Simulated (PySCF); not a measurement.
## Working out the electron affinity of Cl

Cl⁻ [Ar] (1S) → Cl [Ne] 3s2 3p5 (2P). All numbers are calculated (PySCF 2.14, the spin-free X2C one-electron Hamiltonian (Gaussian nucleus), in dyall-av3z (19s12p3d2f, 84 functions)). Frozen: [Ne]; the 26 highest virtual orbitals dropped. Energies in hartree (1 hartree = 27.21139 eV):

```csv
part,Cl⁻ (lower),Cl (upper)
UHF,-460.989772,-460.903103
CCSD correlation,-0.224337,-0.186182
(T),-0.009613,-0.006228
```

What does Hartree-Fock give?

(-460.903103) − (-460.989772) = 0.086669 hartree = 2.358 eV.

What do CCSD and CCSD(T) give?

The CCSD correlation energies differ by 0.038155 hartree = 1.038 eV and the triples by 0.003385 hartree = 0.092 eV, so CCSD gives 3.396 eV and CCSD(T) 3.488 eV.

A first-order spin-orbit estimate adds -0.035 eV to CCSD(T) (valence), giving 3.453 eV against 3.613 eV (measured; photodetachment measurements, as compiled on the Wikipedia data page of electron affinities).

What remains against the reference includes basis incompleteness, the frozen core and higher excitations.
